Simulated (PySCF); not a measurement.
NMR data simulated for an unnamed compound:

1H NMR (300 MHz, computed): δ 2.53 (sept, J = 7.9 Hz, 1H), 1.23 (d, J = 7.9 Hz, 6H).

13C{1H} NMR (computed): δ 128.9 (C), 23.7 (CH), 22.8 (CH3).

Theory: J: B3LYP/pcJ-2 (spin–dipole term only in couplings to heteroatoms), coordinates at the PBE0-D3(BJ)/def2-TZVP level, σ from GIAO-B97-2/pcSseg-2, in PySCF 2.14.0 with density-fitted response routines (gas phase, non-relativistic Hamiltonian, a single conformation, averaged over atoms made equivalent by symmetry, fast rotation or ring inversion).

Referencing at the same level of theory: 1H, 13C against TMS.

Question: Which of these does the molecule contain: a (CH3)2CH unit, a Si–CH3 group, a nitrile, an amide, an N-methyl group?

Answer: 
- A (CH3)2CH unit: yes (δC 22.8, 23.7; δH 1.23 (d), 2.53 (sept)).
- A Si–CH3 group: no.
- A nitrile: yes (δC 128.9).
- An amide: no.
- An N-methyl group: no.

The data belong to SMILES CC(C)C#N, C4H7N; they needn't prove each group on their own.

Carbon signals by region: 1 in the sp2 and nitrile region (100–160 ppm), 2 below 50 ppm.

Splittings below 1 Hz are ignored in the labels, and close J values are merged. Shifts are as computed. Against solution values, carbons near 30 ppm lie about +3 ppm off and those near 130 ppm about +7 ppm. Of 1309 compounds with measured shifts, 239 miss one by over three times the rms of a fit or turn the order of signals round; such compounds aren't used in these exercises.
